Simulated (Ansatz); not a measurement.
**Worked example: correlation energy of H2Ge–AsH, singlet**

Geometry: a PBE0/def2-TZVP stationary point for this spin, not checked as a minimum.

```yaml
atoms:
  - { symbol: Ge, position_ang: [0.0000, 0.0130, 1.1097] }
  - { symbol: As, position_ang: [0.0000, -0.0326, -1.1138] }
  - { symbol: H, position_ang: [0.0000, 1.2621, 2.0021] }
  - { symbol: H, position_ang: [0.0000, -1.2714, 1.9501] }
  - { symbol: H, position_ang: [0.0000, 1.4941, -1.1312] }
```

Basis cc-pVDZ; Ansatz 0.2.0. Correlated methods freeze the noble-gas cores and the filled d shells of p-block atoms, which leaves 12 electrons in 41 orbitals. R marks a restricted (for open shells ROHF) determinant. No spin–orbit coupling is included, and no scalar relativity.

Full CI isn't at hand for all of this; RCCSDTQ serves as the reference, and is uncertain by about the last step of the cluster series.

Runs differ by some tens of microhartree through their thresholds, so steps under 0.03 kcal/mol mean nothing.

| level | total energy (hartree) |
| --- | --- |
| RHF | -4311.222607 |
| RMP2 | -4311.424997 |
| RCCSD | -4311.460567 |
| RCCSD(T) | -4311.469926 |
| RCCSDT | -4311.471047 |
| RCCSDT(Q) | -4311.471772 |
| RCCSDTQ | -4311.471765 |

**Question.** What is the correlation energy at RCCSDTQ, and what share of it do RMP2 and RCCSDT recover?

**Answer.** E(corr) = -4311.471765 − (-4311.222607) = -0.249158 hartree = -6.780 eV. RMP2: -0.202390 / -0.249158 = 81.23 %. RCCSDT: -0.248440 / -0.249158 = 99.71 %.

**Question.** By how many kcal/mol does RCCSD(T) miss RCCSDTQ (1 hartree = 627.509 kcal/mol), and which steps make up the rest?

**Answer.** -4311.469926 − (-4311.471765) = 0.001839 hartree = 1.15 kcal/mol. Steps: RCCSDT − RCCSD(T) = -0.70, RCCSDT(Q) − RCCSDT = -0.45, RCCSDTQ − RCCSDT(Q) = 0.00 kcal/mol. With more than one leading determinant such errors change with state and geometry, and needn't cancel in differences.
